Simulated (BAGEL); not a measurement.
# CSF3 (SMILES FC(F)(F)[S]): UHF/6-31G(d) (density fitting with qzvpp-jkfit, spherical functions)

What is the vertical doublet–quartet gap of CSF3 at UHF/6-31G* (density fitting with qzvpp-jkfit, spherical functions)? 

Program for the calculation: BAGEL 1.2.2.

5 further runs of the same task are left out: 3 that didn't finish, 2 set aside as unsound or not needed. Runs told in other sessions of the task aren't counted.

### 1 The molecule

CSF3: 5 atoms, total charge 0, spin state doublet. SMILES: `FC(F)(F)[S]`. The coordinates come from a PBE0-D4/def2-TZVP relaxation.

Bond lengths: F1–C2 1.331 Å, C2–F3 1.334 Å, C2–F4 1.331 Å, C2–S5 1.802 Å. Angles: F1–C2–F3 108.4°, F1–C2–F4 107.1°, F1–C2–S5 112.5°, F3–C2–F4 108.4°, F3–C2–S5 107.9°, F4–C2–S5 112.5°.

### 2 A single-point energy at UHF/6-31G(d) (density fitting with qzvpp-jkfit, spherical functions)

File job.json:

```json
{ "bagel" : [

{
  "title" : "molecule",
  "basis" : "6-31gs.json",
  "df_basis" : "qzvpp-jkfit",
  "angstrom" : true,
  "geometry" : [
    { "atom" : "F", "xyz" : [    0.248000,    0.105000,    1.332100 ] },
    { "atom" : "C", "xyz" : [    0.016900,   -0.077100,    0.034200 ] },
    { "atom" : "F", "xyz" : [   -1.219000,   -0.558300,   -0.109200 ] },
    { "atom" : "F", "xyz" : [    0.877600,   -0.998800,   -0.391000 ] },
    { "atom" : "S", "xyz" : [    0.126400,    1.455500,   -0.907500 ] }
  ]
},
{
  "title" : "uhf",
  "nopen" : 1
},
{
  "title" : "print",
  "file" : "orbitals.molden",
  "orbitals" : true
}

]}
```

The basis set 6-31G* is read from a file made from the Basis Set Exchange's data (not shown).

On the command line:

```console
BAGEL_NUM_THREADS=1 BAGEL job.json > job.out
```

Log:

```text
* using 1 threads per process

  ===============================================================
  ===============================================================

  *** Geometry ***

  { "atom" : "F", "xyz" : [      0.468652,      0.198421,      2.517304 ] },
  { "atom" : "C", "xyz" : [      0.031936,     -0.145698,      0.064629 ] },
  { "atom" : "F", "xyz" : [     -2.303576,     -1.055034,     -0.206358 ] },
  { "atom" : "F", "xyz" : [      1.658424,     -1.887458,     -0.738883 ] },
  { "atom" : "S", "xyz" : [      0.238861,      2.750496,     -1.714926 ] },

  Number of auxiliary basis functions:      434

  Since a DF basis is specified, we compute 2- and 3-index integrals:
    o Being stored without compression. Storage requirement is 0.019 GB

  Number of basis functions:       74
  Number of electrons      :       49

    * METHOD: MOLECULE                             0.19

  *** Open-shell HF ***

  === Nuclear Repulsion ===
   240.3403565604

      * DIIS with orbital gradients will be used.

  === UHF iteration (6-31gs.json) ===
      0       -733.40293537          0.05268556           0.12
      1       -733.56398773          0.03571180           0.12
      2       -733.62405877          0.02215470           0.12
      3       -733.66155512          0.00094398           0.12
      4       -733.66187358          0.00014150           0.12
      5       -733.66188595          0.00004399           0.12
      6       -733.66188784          0.00001641           0.12
      7       -733.66188811          0.00000544           0.12
      8       -733.66188820          0.00000322           0.12
      9       -733.66188824          0.00000167           0.12
     10       -733.66188825          0.00000072           0.12
     11       -733.66188825          0.00000034           0.12
     12       -733.66188825          0.00000012           0.11
     13       -733.66188825          0.00000005           0.12
     14       -733.66188825          0.00000002           0.12
     15       -733.66188825          0.00000001           0.12
    * SCF iteration converged.

    * S^2 (UHF) is 0.7586

    * Permanent dipole moment:
           (   -0.050869,    -0.341189,     0.199918) a.u.

    * METHOD: UHF                                  2.05

    * METHOD: PRINT                                0.02

  ===============================================================
```

Run time: 2.4 s. Hardware: 1 thread of Arm Neoverse V1, shared host; peak memory 0.096 GiB.

### 3 The quartet, same level

File calc.json:

```json
{ "bagel" : [

{
  "title" : "molecule",
  "basis" : "6-31gs.json",
  "df_basis" : "qzvpp-jkfit",
  "angstrom" : true,
  "geometry" : [
    { "atom" : "F", "xyz" : [       0.248000,       0.105000,       1.332100 ] },
    { "atom" : "C", "xyz" : [       0.016900,      -0.077100,       0.034200 ] },
    { "atom" : "F", "xyz" : [      -1.219000,      -0.558300,      -0.109200 ] },
    { "atom" : "F", "xyz" : [       0.877600,      -0.998800,      -0.391000 ] },
    { "atom" : "S", "xyz" : [       0.126400,       1.455500,      -0.907500 ] }
  ]
},

{
  "title" : "uhf",
  "nopen" : 3
},

{
  "title" : "print",
  "file" : "orbitals.molden",
  "orbitals" : true
}

]}
```

The basis set 6-31G* is read from a file made from the Basis Set Exchange's data (not shown).

On the command line:

```console
BAGEL_NUM_THREADS=1 BAGEL calc.json > calc.out
```

Log:

```text
* using 1 threads per process

  ===============================================================
  ===============================================================

  *** Geometry ***

  { "atom" : "F", "xyz" : [      0.468652,      0.198421,      2.517304 ] },
  { "atom" : "C", "xyz" : [      0.031936,     -0.145698,      0.064629 ] },
  { "atom" : "F", "xyz" : [     -2.303576,     -1.055034,     -0.206358 ] },
  { "atom" : "F", "xyz" : [      1.658424,     -1.887458,     -0.738883 ] },
  { "atom" : "S", "xyz" : [      0.238861,      2.750496,     -1.714926 ] },

  Number of auxiliary basis functions:      434

  Since a DF basis is specified, we compute 2- and 3-index integrals:
    o Being stored without compression. Storage requirement is 0.019 GB

  Number of basis functions:       74
  Number of electrons      :       49

    * METHOD: MOLECULE                             0.19

  *** Open-shell HF ***

  === Nuclear Repulsion ===
   240.3403565604

      * DIIS with orbital gradients will be used.

  === UHF iteration (6-31gs.json) ===
      0       -733.16425860          0.04809298           0.15
      1       -733.36543005          0.03324984           0.15
      2       -733.43268408          0.02001913           0.15
      3       -733.46767645          0.00135007           0.12
      4       -733.46916286          0.00034769           0.13
      5       -733.46932285          0.00011208           0.13
      6       -733.46935303          0.00003424           0.13
      7       -733.46935984          0.00001433           0.13
      8       -733.46936176          0.00000726           0.12
      9       -733.46936235          0.00000309           0.13
     10       -733.46936243          0.00000128           0.13
     11       -733.46936244          0.00000057           0.14
     12       -733.46936244          0.00000036           0.12
     13       -733.46936244          0.00000020           0.12
     14       -733.46936244          0.00000013           0.12
     15       -733.46936244          0.00000008           0.12
     16       -733.46936244          0.00000004           0.12
     17       -733.46936244          0.00000002           0.12
     18       -733.46936244          0.00000001           0.12
    * SCF iteration converged.

    * S^2 (UHF) is 3.7576

    * Permanent dipole moment:
           (   -0.057627,    -0.453509,     0.269400) a.u.

    * METHOD: UHF                                  2.63

    * METHOD: PRINT                                0.01

  ===============================================================
```

Run time: 3 s. Hardware: 1 thread of Arm Neoverse V1, shared host; peak memory 0.096 GiB.

### 4 Summary of results

Level: UHF/6-31G* (density fitting with qzvpp-jkfit, spherical functions).

```
                                        quantity          value
                           doublet: total energy  -733.66189 Eh
                          doublet: dipole moment         1.01 D
                                   doublet: ⟨S²⟩          0.759
                           quartet: total energy  -733.46936 Eh
                          quartet: dipole moment         1.35 D
                                   quartet: ⟨S²⟩          3.758
vertical energy of the quartet above the doublet       5.239 eV
```

At this shape the quartet lies 5.24 eV (121 kcal/mol) above the doublet.
